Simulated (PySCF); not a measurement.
A PySCF script (with the pyscf-properties extension) for the spin–spin couplings of SMILES N#C[CH-]C#N, [C₃HN₂]-, on a GFN2-xTB geometry:

```python
import basis_set_exchange as bse
import numpy as np
from pyscf import gto, dft
from pyscf.data import nist
from pyscf.prop import ssc

atoms = """
N    -2.235682   -0.766912    0.021080
C    -1.197849   -0.233807    0.011778
C    -0.003218    0.427788   -0.000037
C     1.203047   -0.212019   -0.022913
N     2.249858   -0.726966   -0.044129
H    -0.013032    1.513905    0.012646
"""
names = dict.fromkeys(["N", "C", "H"], "pcJ-1")
basis = {el: gto.basis.parse(bse.get_basis(n, elements=[el], fmt="nwchem")) for el, n in names.items()}
mol = gto.M(atom=atoms, basis=basis, charge=-1, verbose=0)
mf = dft.RKS(mol, xc="B3LYP")
mf.grids.level = 2
mf.grids.alignment = dft.numint.BLKSIZE   # the property module wants whole blocks of grid points
mf.conv_tol = 1e-9
mf.kernel()

sc = ssc.RKS(mf)
sc.with_fcsd = True   # Fermi contact and spin-dipole together
sc.max_cycle_cphf = 60
g = {"C": 1.4048236, "H": 5.58569468, "N": -0.566378}   # nuclear g factors of 13C, 1H, 15N
sc.nuc_pair = [(i, j) for i in range(mol.natm) for j in range(i + 1, mol.natm)
               if mol.atom_pure_symbol(i) in g and mol.atom_pure_symbol(j) in g]
K = sc.kernel()
unit = nist.HARTREE2J / nist.PLANCK * (0.5 * nist.E_MASS / nist.PROTON_MASS) ** 2
for (i, j), k in zip(sc.nuc_pair, K):
    a, b = mol.atom_pure_symbol(i), mol.atom_pure_symbol(j)
    J = unit * g[a] * g[b] * np.trace(k) / 3
    if abs(J) >= 1:
        print("%s%d %s%d %8.1f Hz" % (a, i, b, j, J))
```

Q: What are the results?

A: 
```
N0 C1    -21.3 Hz
N0 C2      1.9 Hz
N0 H5     -1.2 Hz
C1 C2    112.8 Hz
C1 C3      3.4 Hz
C1 H5     -2.0 Hz
C2 C3    112.8 Hz
C2 N4      1.9 Hz
C2 H5    170.9 Hz
C3 N4    -21.3 Hz
C3 H5     -2.0 Hz
N4 H5     -1.2 Hz
```

These numbers come from an equivalent density-fitted implementation of the same equations, which agrees with the script to about 0.1 Hz, so last digits may differ.

Size and cost of the density-fitted run: 145 basis functions, 8.9 s wall time on 1 thread of an Arm Neoverse V1, shared host.
